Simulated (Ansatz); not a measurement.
The input, for Ansatz 0.2.0:

```yaml
crystal:
  periodic: [false, false, false]
  atoms:
    - {symbol: Zr, position_ang: [0.000000, 0.000000, 0.000000]}
    - {symbol: B, position_ang: [0.000000, 0.000000, 2.147200]}
basis:
  gaussian: {orbitals: def2-SVP}
magnetization: {spin_polarized: false, initial_magnetization: 7}
correlation: {method: ccsdtq, electrons: outside_noble_gas}
```

```sh
$ ansatz run in.yaml --threads 2 --pin off --events-out ev --progress --plain --max-ram 24576MiB --backend cuda --devices 0, --max-vram 18GiB
```

Q: Roughly how long does this take on 2 threads of AMD EPYC 7R13 with a shared H100 80 GB, shared host, and how much host memory?

A: 69 s wall and 0.81 GiB.

```
800 factors; integrals over basis functions are off by at most 1.7e-7 eV
mean field evaluation 1: about -1926.5677 eV, gradient 1.5e1 eV
mean field evaluation 2: about -1926.6714 eV, gradient 1.5e1 eV
mean field evaluation 4: about -1929.2909 eV, gradient 2.7e0 eV
mean field evaluation 8: about -1929.3756 eV, gradient 3.3e-1 eV
mean field evaluation 16: about -1929.3772 eV, gradient 2.6e-6 eV
mean field evaluation 32: about -1929.4473 eV, gradient 2.7e-6 eV
mean field evaluation 64: about -1929.3772 eV, gradient 2.2e-2 eV
mean field evaluation 96: about -1926.8353 eV, gradient 5.2e0 eV
mean field evaluation 128: about -1928.1900 eV, gradient 1.4e-2 eV
mean field evaluation 160: about -1928.3237 eV, gradient 9.4e-1 eV
...
mean field -1929.44728148 eV, -70.9058797679 hartree, gradient 2.7e-6 eV, S^2 15.750000; 24 other end points of the search recorded, 0 dependent functions left out
...
determinant -1929.44728148 eV, -70.9058797679 hartree, with singles and doubles -1931.09816075 eV, -70.9665484621 hartree
determinant -1929.37720965 eV, -70.9033046758 hartree, with singles and doubles -1931.13899603 eV, -70.9680491309 hartree
determinant -1929.23304215 eV, -70.8980066181 hartree, with singles and doubles -1930.79987984 eV, -70.9555868410 hartree
determinant -1929.18330462 eV, -70.8961787975 hartree, with singles and doubles -1930.79449841 eV, -70.9553890772 hartree
determinant -1929.04752173 eV, -70.8911888683 hartree, with singles and doubles -1930.50112011 eV, -70.9446076235 hartree
determinant -1928.19004303 eV, -70.8596771073 hartree, with singles and doubles -1929.74549629 eV, -70.9168389601 hartree
determinant -1927.75019340 eV, -70.8435129316 hartree, with singles and doubles -1929.39965215 eV, -70.9041294223 hartree
determinant -1927.48711123 eV, -70.8338448401 hartree, with singles and doubles -1929.02909713 eV, -70.8905117765 hartree
determinant -1927.05089769 eV, -70.8178142883 hartree, with singles and doubles -1928.60174269 eV, -70.8748067905 hartree
determinant -1926.00059279 eV, -70.7792162951 hartree, with singles and doubles -1927.50703695 eV, -70.8345770968 hartree
determinant -1929.44728148 eV, -70.9058797679 hartree, with singles and doubles -1931.12702351 eV, -70.9676091490 hartree
determinant -1929.37720965 eV, -70.9033046758 hartree, with singles and doubles -1931.14489085 eV, -70.9682657618 hartree
determinant -1929.23304215 eV, -70.8980066181 hartree, with singles and doubles -1930.81251660 eV, -70.9560512334 hartree
determinant -1929.18330462 eV, -70.8961787975 hartree, with singles and doubles -1930.80865915 eV, -70.9559094747 hartree
5 core orbitals not correlated: weight in the atoms' cores, before any rotation towards them, 0.993 or more for the frozen orbitals, at most 0.005 for the correlated occupied ones
reference -1929.37720965 eV, -70.9033046758 hartree; 7, 0 occupied and 33, 40 virtual orbitals, 800 factors
second order -1.33812465 eV of doubles, -0.00002840 eV of singles
...
cycle  13  -1.84785988 eV  change   -2.2e-5 eV  update   5.9e-5
cycle  14  -1.84783977 eV  change    2.0e-5 eV  update   3.5e-5
cycle  15  -1.84781979 eV  change    2.0e-5 eV  update   2.0e-5
cycle  16  -1.84782157 eV  change   -1.8e-6 eV  update   9.3e-6
cycle  17  -1.84782677 eV  change   -5.2e-6 eV  update   6.3e-6
cycle  18  -1.84782777 eV  change   -9.9e-7 eV  update   4.1e-6
cycle  19  -1.84782686 eV  change    9.1e-7 eV  update   2.7e-6
cycle  20  -1.84782533 eV  change    1.5e-6 eV  update   1.8e-6
cycle  21  -1.84782294 eV  change    2.4e-6 eV  update   1.0e-6
cycle  22  -1.84782276 eV  change    1.8e-7 eV  update   4.3e-7
Total energy: -1931.22503241 eV, -70.9712109098 hartree
```

The determinant lies 0.07 eV above the lowest one of its kind in the log.
